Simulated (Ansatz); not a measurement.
Mulliken charges of C$_{3}$H$_{5}$NO, SMILES `N/C=C1/CO1` from PBE/def2-TZVPP in Ansatz (PBE0-D4/def2-TZVP geometry).

```tsv
atom	x (Å)	y (Å)	z (Å)	charge (e)
N1	-1.533	-1.114	-0.547	-0.280
C2	-0.540	-0.697	0.348	-0.080
C3	0.377	0.211	0.087	0.081
C4	1.552	0.997	0.258	-0.035
O5	0.713	1.054	-0.935	-0.278
H6	-2.435	-1.233	-0.109	0.157
H7	-1.618	-0.507	-1.350	0.153
H8	-0.493	-1.223	1.293	0.089
H9	2.534	0.563	0.092	0.097
H10	1.526	1.899	0.865	0.096
```

Question: By hand: the dipole of these point charges (1 e Å = 4.8032 D).

Answer: Σ q r = (-0.031, -0.086, 0.367) e Å, of length 0.378 e Å = 1.82 D.

Question: How does the dipole of the full density compare? (Estimate.)

Answer: Ansatz gave: (-0.099, 0.046, 0.271) e Å, 1.40 D; the point charges give 1.30 times that, at 27° from its direction.

Point charges leave out the atoms' own dipoles, such as those of lone pairs, and Mulliken's split depends on the basis, so the two needn't agree.
